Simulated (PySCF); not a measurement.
Compound: C3H4ClF.
Z-matrix (Å and degrees, PBE0-D3(BJ)/def2-SVP geometry), rows numbered from 1:
```
F 
C   1  1.3473
C   2  1.4911  1  117.80
C   2  1.4952  1  118.26  3   -69.57
Cl  4  1.7496  2  118.91  3  -109.25
H   2  1.0957  1  112.26  3   146.71
H   3  1.0933  2  115.11  4   106.28
H   3  1.0933  2  120.15  4  -108.30
H   4  1.0929  2  118.26  3   108.96
```

Level of theory: MP2 and CCSD/aug-cc-pVDZ in PySCF, restricted Hartree–Fock reference, frozen core, non-relativistic, gas phase, PBE0-D3(BJ)/def2-SVP geometry.

E(HF) = -674.85105 Eh.

Q: How large is the problem?

A: 155 basis functions and 48 electrons; 9 orbitals frozen, which leaves o = 15 correlated occupied and v = 131 virtual orbitals. That is o·v = 1965 singles and o·v(o·v + 1)/2 = 1931595 distinct closed-shell doubles amplitudes before symmetry; the costliest CCSD step grows as o²v⁴ = 6.6 × 10^10.

Q: What are the MP2 and CCSD correlation energies?

A: MP2 -0.7714 Eh and CCSD -0.8118 Eh, which gives totals of -675.62250 and -675.66287 Eh. That is 0.736 eV for each correlated electron at CCSD (2131 kJ/mol in all, 0.120 % of the total energy); MP2 gives 95.0 % of the CCSD value.

Q: What is the T1 diagnostic?

A: 0.0107, below the customary warning level of 0.02. It is the norm of the spatial-orbital singles amplitudes over the root of the number of correlated electrons, so the norm is 0.059.

Q: How does correlation change the dipole moment?

A: HF gives 3.11 D and CCSD (unrelaxed density) 2.75 D, a change of -0.36 D.

No triples correction and no basis-set extrapolation were made.

The job also held the EOM ionisation roots. Time: 4.9 min. Hardware: one thread of an Arm Neoverse V1, no GPU (shared host).
